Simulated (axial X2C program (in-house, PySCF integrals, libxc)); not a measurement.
## Excited states of PO⁺ by EOM-EE-CCSD

Calculated with an in-house all-electron X2C program for linear molecules (integrals from PySCF): two-component X2C with atomic mean-field Coulomb and Gaunt terms, Gaussian nuclei, basis P dyall-av3z, O dyall-av3z with contracted cores.

R = 1.429 Å (near the PBE0 minimum at charge 1 of the determinant lowest at the starting distance; the state shown can have its own minimum elsewhere).

Hartree–Fock spinors of PO⁺ (one of each Kramers pair; a window near the gap, which can cut inner shells):

```json
{"ω": "1/2", "occupied": "yes", "ε (eV)": "-28.71", "character": "45% O p, 33% P s, 11% O s"}
{"ω": "1/2", "occupied": "yes", "ε (eV)": "-23.48", "character": "37% O p, 31% P p, 23% P s"}
{"ω": "1/2", "occupied": "yes", "ε (eV)": "-23.31", "character": "69% O p, 20% P p, 6% P d"}
{"ω": "3/2", "occupied": "yes", "ε (eV)": "-23.29", "character": "69% O p, 20% P p, 6% P d"}
{"ω": "1/2", "occupied": "no", "ε (eV)": "-7.51", "character": "59% P p, 16% P d, 15% O p"}
{"ω": "3/2", "occupied": "no", "ε (eV)": "-7.48", "character": "59% P p, 16% P d, 15% O p"}
{"ω": "1/2", "occupied": "no", "ε (eV)": "-3.52", "character": "40% P p, 35% P d, 11% P s"}
{"ω": "1/2", "occupied": "no", "ε (eV)": "-3.07", "character": "71% P s, 24% P p"}
{"ω": "1/2", "occupied": "no", "ε (eV)": "-2.09", "character": "89% P p, 9% O p"}
{"ω": "3/2", "occupied": "no", "ε (eV)": "-2.08", "character": "89% P p, 9% O p"}
```

Vertical excitation energies from the closed-shell determinant state of PO⁺:

| Ω | excitation (eV) | cm⁻¹ | hole of the leading pair | particle of the leading pair | weight of the pair (for Ω = 0 its time-reversed partner can hold as much again) | singles weight |
| --- | --- | --- | --- | --- | --- | --- |
| 1 | 4.966 | 40054 | 69% O pπ, 20% P pπ | 59% P pπ, 22% O pπ, 9% O dπ | 0.49 | 0.94 |
| 0⁻ | 4.967 | 40059 | 69% O pπ, 20% P pπ | 59% P pπ, 22% O pπ, 9% O dπ | 0.24 | 0.94 |
| 0⁻ | 5.285 | 42625 | 39% O pσ, 30% P pσ, 22% P sσ | 60% P pπ, 17% O pπ, 13% P dπ | 0.48 | 0.95 |
| 0⁺ | 5.285 | 42625 | 39% O pσ, 30% P pσ, 22% P sσ | 60% P pπ, 17% O pπ, 13% P dπ | 0.48 | 0.95 |
| 1 | 5.301 | 42758 | 39% O pσ, 30% P pσ, 21% P sσ | 60% P pπ, 17% O pπ, 13% P dπ | 0.48 | 0.95 |
| 2 | 5.318 | 42895 | 39% O pσ, 30% P pσ, 22% P sσ | 60% P pπ, 17% O pπ, 13% P dπ | 0.94 | 0.95 |
| 1 | 5.716 | 46100 | 69% O pπ, 20% P pπ | 59% P pπ, 20% O pπ, 8% O dπ | 0.93 | 0.93 |
| 2 | 5.723 | 46158 | 69% O pπ, 20% P pπ | 59% P pπ, 20% O pπ, 8% O dπ | 0.50 | 0.93 |
| 3 | 5.732 | 46234 | 69% O pπ, 20% P pπ | 59% P pπ, 20% O pπ, 8% O dπ | 0.93 | 0.93 |

This point took 31 s on 1 thread of Intel(R) Xeon(R) Processor @ 2.30GHz, on a shared host.

Reference electrons by ω block (each with its −ω partner): 1/2: 9, 3/2: 2. 10 electrons of PO⁺ correlated (inner shells frozen), 88 natural virtual spinors (a truncated set); levels can be off by some tenths of an eV. Roots sought by Ω: (0: 5, 1: 4, 2: 3, 3: 1); the list ends where they run out and leaves out roots under 60 % singles weight. The solver can skip a root, and states that need a further excitation, which the method places far too high, are missing though they may lie low or lowest. T1 of the reference 0.028 (Lee–Taylor). Number of frozen shells: P 2 s, 1 p; O 1 s. Large amplitudes in the reference (orbital relaxation or multireference character) lower the reliability.
